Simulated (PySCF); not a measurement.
Metal–ligand bonds in Ti(OCH3)3–Y. All species are isolated molecules in the gas phase. One relaxed conformer stands for each flexible species; it need not be the lowest. Multiplicities are imposed; where one is given, others were not computed. Strings in code marks are SMILES.

The numbers are results of TPSSh-D3(BJ)/def2-TZVP // TPSS-D3(BJ)/def2-SVP run with PySCF 2.14.0, not measurements. All candidates: neutral, multiplicity 2. 

```
Property                         Result
-----------------------------  --------
highest occupied spin orbital  -7.95 eV
dipole moment                    1.93 D
```

Question: Name which member has these values.
A. `[SH]`
B. `[NH2]`
C. `[CH3]`
D. `C[N]C`

Answer: B, `[NH2]`. The others give `[CH3]`: -6.06 eV, 0.00 D; `C[N]C`: -6.41 eV, 1.71 D; `[SH]`: -6.75 eV, 0.88 D
